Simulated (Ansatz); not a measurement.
The cluster Mg₃⁻, relaxed as a doublet with UKS r2SCAN/def2-TZVPD in Ansatz, starting from the GFN2-xTB geometry. Force threshold 0.02 eV/Å.

The highest occupied level of the charge -1 doublet lies above zero (up to 0.58 eV). It is a level of α spin, whose loss leaves a singlet; that state wasn't run at this geometry and level. The electron is either unbound and held by the finite basis, or the level is raised by self-interaction error. The structure comes from a short search, and lower isomers may exist.

Start:

| atom | x (Å) | y (Å) | z (Å) |
| --- | --- | --- | --- |
| Mg1 | 1.645 | -0.395 | 0.362 |
| Mg2 | -1.548 | -1.226 | 1.721 |
| Mg3 | -0.097 | 1.622 | -2.082 |

Problem. Estimate the energy that the relaxation releases and the steps that it takes.

Solution. 0.57 eV, in 9 steps; 2 min on 4 threads of Arm Neoverse V1 on a shared host. No frequencies were taken in this run, so the end may be a saddle point.

Problem. Does the start keep its bonding and symmetry?

Solution. Bonds formed: Mg1–Mg3, Mg2–Mg3 (atoms count from 1). Metal–metal contacts that move far: Mg1–Mg2 3.57 to 3.02 Å. The end is the same structure that another start reached, the lowest one found. Point group Cs at the start, D3h at the end, both within 0.05 Å.

Problem. Predict the relaxed structure.

Solution. 
```xyz
3

Mg    1.662   -0.392    0.356
Mg   -1.281   -0.668    0.977
Mg   -0.381    1.060   -1.333
```
Bond lengths (bridged metal pairs left out): 3 × Mg–Mg 3.02 Å.
